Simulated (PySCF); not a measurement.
## CH⁺ at PBE0

Computed with PBE0; H def2-TZVP, C def2-TZVP; no relativity (PySCF 2.14).

```json
{
 "state": "¹Σ⁺ (singlet), closed shell",
 "bond length": "0.1140 nm",
 "harmonic wavenumber": "2808 cm⁻¹",
 "force constant": "4.32 mdyn/Å",
 "rotational constant Be": "13.94 cm⁻¹",
 "anharmonicity ωexe": "52.9 cm⁻¹",
 "vibration–rotation constant αe": "0.466 cm⁻¹",
 "well depth De to H + C⁺": "396 kJ/mol",
 "dissociation energy D0": "380 kJ/mol",
 "HOMO–LUMO gap": "5.37 eV",
 "bond order (Mayer)": "0.88",
 "dipole moment (positive dipole points towards C; it is taken about the centre of mass and depends on that origin)": "-1.81 D"
}
```

For an ion De counts to the pair picked by the measured ionisation energies or electron affinities, which need not be the lowest pair at this level.
